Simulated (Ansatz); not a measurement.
**Nudged elastic band run: C3H3N**

Input:

```yaml
crystal:
  periodic: [false, false, false]
  atoms:
    - { symbol: C, position_ang: [-1.140216, -0.688172, 0.452497] }
    - { symbol: C, position_ang: [0.208561, -0.210351, 0.384376] }
    - { symbol: C, position_ang: [0.654635, 0.593192, -0.591942] }
    - { symbol: "N", position_ang: [-2.229914, -1.083005, 0.522102] }
    - { symbol: H, position_ang: [0.873124, -0.542176, 1.18908] }
    - { symbol: H, position_ang: [1.693619, 0.930424, -0.602016] }
    - { symbol: H, position_ang: [0.001492, 0.932088, -1.399797] }
basis:
  gaussian: { orbitals: def2-SVP }
hamiltonian:
  xc: b3lyp
  dispersion: d4
neb:
  order_check: false
  images: 5
  f_tol: 0.05
  max_iterations: 60
  spring: 50.0
  final_atoms:
    - { symbol: C, position_ang: [-0.89699628, -0.37644717, 0.10907715] }
    - { symbol: C, position_ang: [0.32916526, -0.34188307, 0.63728146] }
    - { symbol: C, position_ang: [0.65152162, 0.57835191, -0.5736983] }
    - { symbol: "N", position_ang: [-0.52307963, 0.54888486, -1.08434516] }
    - { symbol: H, position_ang: [0.83796808, -0.76566188, 1.50379436] }
    - { symbol: H, position_ang: [1.53403805, 1.11415224, -0.95075129] }
    - { symbol: H, position_ang: [-1.87131608, -0.82539688, 0.31294178] }
  initial_path:
    images:
      - { positions_ang: [[-1.140216, -0.688172, 0.452497], [0.208561, -0.210351, 0.384376], [0.654635, 0.593192, -0.591942], [-2.229914, -1.083005, 0.522102], [0.873124, -0.542176, 1.18908], [1.693619, 0.930424, -0.602016], [0.001492, 0.932088, -1.399797]] }
      - { positions_ang: [[-0.98689294, -0.60132909, 0.40395226], [0.28665012, -0.40636992, 0.39555928], [0.52074364, 0.61153646, -0.59423497], [-1.91935228, -0.57531152, 0.28656143], [0.95001902, -0.71869121, 1.19957996], [1.34541358, 1.15713795, -0.45880767], [-0.13528015, 0.46502733, -1.27831029]] }
      - { positions_ang: [[-0.83356987, -0.51448618, 0.35540752], [0.36473924, -0.60238883, 0.40674256], [0.38685228, 0.62988092, -0.59652795], [-1.60879056, -0.06761803, 0.05102085], [1.02691405, -0.89520643, 1.21007993], [0.99720816, 1.38385189, -0.31559933], [-0.2720523, -0.00203334, -1.15682358]] }
      - { positions_ang: [[-0.68024681, -0.42764327, 0.30686277], [0.44282836, -0.79840775, 0.41792584], [0.25296092, 0.64822538, -0.59882092], [-1.29822884, 0.44007545, -0.18451972], [1.10380907, -1.07172164, 1.22057989], [0.64900275, 1.61056584, -0.172391], [-0.40882444, -0.46909402, -1.03533687]] }
      - { positions_ang: [[-0.75249663, -0.41057791, 0.24093423], [0.40494066, -0.64623286, 0.49104438], [0.38581448, 0.62493423, -0.59044671], [-1.03984577, 0.47634526, -0.48446154], [1.0151954, -0.96970172, 1.31498472], [0.94401451, 1.44509464, -0.43184443], [-0.89632166, -0.58786164, -0.58591065]] }
      - { positions_ang: [[-0.82474646, -0.39351254, 0.17500569], [0.36705296, -0.49405796, 0.56416292], [0.51866805, 0.60164307, -0.5820725], [-0.7814627, 0.51261506, -0.78440335], [0.92658174, -0.8676818, 1.40938954], [1.23902628, 1.27962344, -0.69129786], [-1.38381887, -0.70662926, -0.13648444]] }
      - { positions_ang: [[-0.89699628, -0.37644717, 0.10907715], [0.32916526, -0.34188307, 0.63728146], [0.65152162, 0.57835191, -0.5736983], [-0.52307963, 0.54888486, -1.08434516], [0.83796808, -0.76566188, 1.50379436], [1.53403805, 1.11415224, -0.95075129], [-1.87131608, -0.82539688, 0.31294178]] }
```

Launched with:

```bash
$ ansatz run input.yaml --threads 1 --pin off --max-ram 2048MiB --backend cpu --events-out ev --progress --plain --runs-dir out
```

Output, in part (warnings, iteration lines, the closing report on the highest movable image, with atoms numbered from 0):

```
NEB end point (image 0): max|allowed force component| = 6.621e-3 eV/Å (the criterion of neb.relax_end_points is 1.000e-2)
NEB end point (image 6): max|allowed force component| = 8.773e-3 eV/Å (the criterion of neb.relax_end_points is 1.000e-2)
NEB iter   1: max|band force component| = 5.389e1 eV/Å  barrier→ = 14.2098 eV  barrier← = 11.2622 eV  Δτ_max = 0.1984 Å  (183 SCF iters)
NEB iter   2: max|band force component| = 1.082e1 eV/Å  barrier→ = 9.1322 eV  barrier← = 6.1846 eV  Δτ_max = 0.2000 Å  (161 SCF iters)
NEB iter   3: max|band force component| = 6.414e0 eV/Å  barrier→ = 7.9134 eV  barrier← = 4.9659 eV  Δτ_max = 0.1802 Å  (159 SCF iters)
NEB iter   4: max|band force component| = 4.604e0 eV/Å  barrier→ = 6.7956 eV  barrier← = 3.8481 eV  Δτ_max = 0.1893 Å  (154 SCF iters)
NEB iter   5: max|band force component| = 5.761e0 eV/Å  barrier→ = 5.5153 eV  barrier← = 2.5678 eV  Δτ_max = 0.1029 Å  (162 SCF iters)
NEB iter   6: max|band force component| = 2.067e0 eV/Å  barrier→ = 5.3822 eV  barrier← = 2.4347 eV  Δτ_max = 0.1911 Å  (147 SCF iters)
NEB iter   7: max|band force component| = 1.756e0 eV/Å  barrier→ = 5.7324 eV  barrier← = 2.7848 eV  Δτ_max = 0.2000 Å  (151 SCF iters)
NEB iter   8: max|band force component| = 2.710e0 eV/Å  barrier→ = 5.8121 eV  barrier← = 2.8645 eV  Δτ_max = 0.1003 Å  (154 SCF iters)
NEB iter   9: max|band force component| = 4.671e0 eV/Å  barrier→ = 5.8146 eV  barrier← = 2.8671 eV  Δτ_max = 0.0502 Å  (150 SCF iters)
NEB iter  10: max|band force component| = 1.975e0 eV/Å  barrier→ = 5.4061 eV  barrier← = 2.4585 eV  Δτ_max = 0.0994 Å  (143 SCF iters)
NEB iter  11: max|band force component| = 1.298e0 eV/Å  barrier→ = 5.0510 eV  barrier← = 2.1034 eV  Δτ_max = 0.0976 Å  (152 SCF iters)
NEB iter  12: max|band force component| = 1.465e0 eV/Å  barrier→ = 4.9361 eV  barrier← = 1.9885 eV  Δτ_max = 0.0500 Å  (154 SCF iters)
NEB iter  13: max|band force component| = 8.399e-1 eV/Å  barrier→ = 4.8713 eV  barrier← = 1.9237 eV  Δτ_max = 0.0983 Å  (142 SCF iters)
NEB iter  14: max|band force component| = 2.512e0 eV/Å  barrier→ = 4.7652 eV  barrier← = 1.8176 eV  Δτ_max = 0.0496 Å  (158 SCF iters)
NEB iter  15: max|band force component| = 1.081e0 eV/Å  barrier→ = 4.7154 eV  barrier← = 1.7679 eV  Δτ_max = 0.0509 Å  (150 SCF iters)
NEB iter  16: max|band force component| = 1.832e0 eV/Å  barrier→ = 4.8326 eV  barrier← = 1.8850 eV  Δτ_max = 0.0498 Å  (155 SCF iters)
NEB iter  17: max|band force component| = 1.368e0 eV/Å  barrier→ = 4.8155 eV  barrier← = 1.8679 eV  Δτ_max = 0.0974 Å  (153 SCF iters)
NEB iter  18: max|band force component| = 1.322e0 eV/Å  barrier→ = 4.5959 eV  barrier← = 1.6484 eV  Δτ_max = 0.0485 Å  (154 SCF iters)
NEB iter  19: max|band force component| = 1.246e0 eV/Å  barrier→ = 4.5462 eV  barrier← = 1.5987 eV  Δτ_max = 0.0478 Å  (152 SCF iters)
NEB iter  20: max|band force component| = 1.252e0 eV/Å  barrier→ = 4.4809 eV  barrier← = 1.5333 eV  Δτ_max = 0.0945 Å  (138 SCF iters)
NEB iter  21: max|band force component| = 1.279e0 eV/Å  barrier→ = 4.4683 eV  barrier← = 1.5207 eV  Δτ_max = 0.0359 Å  (141 SCF iters)
NEB iter  22: max|band force component| = 8.599e-1 eV/Å  barrier→ = 4.4530 eV  barrier← = 1.5055 eV  Δτ_max = 0.1894 Å  (136 SCF iters)
NEB iter  23: max|band force component| = 3.680e0 eV/Å  barrier→ = 4.6915 eV  barrier← = 1.7440 eV  Δτ_max = 0.0957 Å  (151 SCF iters)
NEB iter  24: max|band force component| = 1.021e0 eV/Å  barrier→ = 4.2784 eV  barrier← = 1.3308 eV  Δτ_max = 0.1958 Å  (152 SCF iters)
NEB iter  25: max|band force component| = 1.985e0 eV/Å  barrier→ = 4.1966 eV  barrier← = 1.2490 eV  Δτ_max = 0.0951 Å  (152 SCF iters)
NEB iter  26: max|band force component| = 2.221e0 eV/Å  barrier→ = 4.1536 eV  barrier← = 1.2060 eV  Δτ_max = 0.2000 Å  (141 SCF iters)
NEB iter  27: max|band force component| = 3.134e0 eV/Å  barrier→ = 4.5510 eV  barrier← = 1.6034 eV  Δτ_max = 0.0949 Å  (153 SCF iters)
NEB iter  28: max|band force component| = 4.526e0 eV/Å  barrier→ = 4.8954 eV  barrier← = 1.9478 eV  Δτ_max = 0.1961 Å  (147 SCF iters)
NEB iter  29: max|band force component| = 7.368e0 eV/Å  barrier→ = 5.7412 eV  barrier← = 2.7937 eV  Δτ_max = 0.2000 Å  (147 SCF iters)
NEB iter  30: max|band force component| = 9.096e0 eV/Å  barrier→ = 7.2304 eV  barrier← = 4.2828 eV  Δτ_max = 0.1910 Å  (156 SCF iters)
NEB iter  31: max|band force component| = 6.084e0 eV/Å  barrier→ = 8.9784 eV  barrier← = 6.0309 eV  Δτ_max = 0.1960 Å  (164 SCF iters)
NEB iter  32: max|band force component| = 4.265e0 eV/Å  barrier→ = 7.5919 eV  barrier← = 4.6444 eV  Δτ_max = 0.1773 Å  (153 SCF iters)
NEB iter  33: max|band force component| = 3.423e0 eV/Å  barrier→ = 6.5426 eV  barrier← = 3.5950 eV  Δτ_max = 0.1910 Å  (156 SCF iters)
NEB iter  34: max|band force component| = 2.691e0 eV/Å  barrier→ = 5.7966 eV  barrier← = 2.8491 eV  Δτ_max = 0.1248 Å  (158 SCF iters)
NEB iter  35: max|band force component| = 1.367e0 eV/Å  barrier→ = 5.3848 eV  barrier← = 2.4372 eV  Δτ_max = 0.1945 Å  (147 SCF iters)
NEB iter  36: max|band force component| = 9.844e-1 eV/Å  barrier→ = 5.4648 eV  barrier← = 2.5173 eV  Δτ_max = 0.1452 Å  (153 SCF iters)
NEB iter  37: max|band force component| = 1.502e0 eV/Å  barrier→ = 5.4237 eV  barrier← = 2.4762 eV  CI = image 2  Δτ_max = 0.1030 Å  (152 SCF iters)
NEB iter  38: max|band force component| = 3.179e-1 eV/Å  barrier→ = 5.4809 eV  barrier← = 2.5333 eV  CI = image 2  Δτ_max = 0.1987 Å  (143 SCF iters)
NEB iter  39: max|band force component| = 1.428e0 eV/Å  barrier→ = 5.4714 eV  barrier← = 2.5238 eV  CI = image 2  Δτ_max = 0.0814 Å  (147 SCF iters)
NEB iter  40: max|band force component| = 7.447e-1 eV/Å  barrier→ = 5.4648 eV  barrier← = 2.5172 eV  CI = image 2  Δτ_max = 0.0519 Å  (143 SCF iters)
NEB iter  41: max|band force component| = 7.059e-1 eV/Å  barrier→ = 5.4631 eV  barrier← = 2.5156 eV  CI = image 2  Δτ_max = 0.0959 Å  (137 SCF iters)
NEB iter  42: max|band force component| = 6.608e-1 eV/Å  barrier→ = 5.4622 eV  barrier← = 2.5147 eV  CI = image 2  Δτ_max = 0.0460 Å  (137 SCF iters)
NEB iter  43: max|band force component| = 7.703e-1 eV/Å  barrier→ = 5.4619 eV  barrier← = 2.5143 eV  CI = image 2  Δτ_max = 0.1638 Å  (133 SCF iters)
NEB iter  44: max|band force component| = 1.836e0 eV/Å  barrier→ = 5.4619 eV  barrier← = 2.5143 eV  CI = image 2  Δτ_max = 0.0744 Å  (131 SCF iters)
NEB iter  45: max|band force component| = 8.268e-1 eV/Å  barrier→ = 5.4619 eV  barrier← = 2.5143 eV  CI = image 2  Δτ_max = 0.0227 Å  (121 SCF iters)
NEB iter  46: max|band force component| = 2.270e-1 eV/Å  barrier→ = 5.4619 eV  barrier← = 2.5143 eV  CI = image 2  Δτ_max = 0.0087 Å  (118 SCF iters)
NEB iter  47: max|band force component| = 7.789e-2 eV/Å  barrier→ = 5.4619 eV  barrier← = 2.5143 eV  CI = image 2  Δτ_max = 0.0052 Å  (112 SCF iters)
NEB iter  48: max|band force component| = 2.402e-2 eV/Å  barrier→ = 5.4619 eV  barrier← = 2.5143 eV  CI = image 2  Δτ_max = 0.0000 Å  (242 SCF iters)
Total energy: -4639.80883848 eV, -170.5098298388 hartree
Atom 0 at    -0.844482    -0.381060     0.596168 Å, force     0.000177     0.000084    -0.000066 eV/Å
Atom 1 at     0.508048    -0.651600     0.573280 Å, force    -0.000082    -0.000189    -0.000169 eV/Å
Atom 2 at     0.366481     0.392834    -0.366201 Å, force    -0.000233    -0.000007    -0.000049 eV/Å
Atom 3 at    -1.334724     0.207839    -0.465067 Å, force     0.000088     0.000015     0.000120 eV/Å
Atom 4 at     1.281382    -1.080101     1.198865 Å, force    -0.000006     0.000147     0.000139 eV/Å
Atom 5 at     0.602699     1.458018    -0.242661 Å, force     0.000056    -0.000022     0.000112 eV/Å
Atom 6 at    -0.518102    -0.013930    -1.340084 Å, force    -0.000000    -0.000027    -0.000087 eV/Å
Dipole moment:     0.467662    -0.000922    -0.021148 e Å
```

The forces met the threshold. The profile has 2 maxima (images 2, 4) with wells between them (image 3): this band takes more than one step, which may be the mechanism or a detour left from its start path. Neighbouring images differ by up to 3.9 eV, so the band resolves the path poorly. Another band between the same ends (5 images) ends at a top of the same energy, where a vibrational analysis finds 1 clearly imaginary mode. The orbitals stay closed-shell, which can raise the energy where a bond breaks towards radicals; this wasn't checked here.

Final band (atoms are numbered from 1 in the order of the input):

```
image  path coordinate (Å)  energy (eV)  C3–H7 (Å)  C1–H7 (Å)  C3–N4 (Å)
    0                 0.00         0.00       1.09       2.71       3.52
    1                 1.41         1.51       1.10       2.14       2.73
    2                 2.81         5.46       1.38       2.00       1.71
    3                 4.25         3.66       2.07       2.13       1.41
    4                 5.69         3.93       2.07       1.88       1.44
    5                 7.14         3.69       2.43       1.09       1.37
    6                 8.58         2.95       3.02       1.09       1.28
```

The run took 5.7 min on 1 thread of Intel(R) Xeon(R) Platinum 8488C (Sapphire Rapids), on a shared host, peak memory 0.17 GiB.
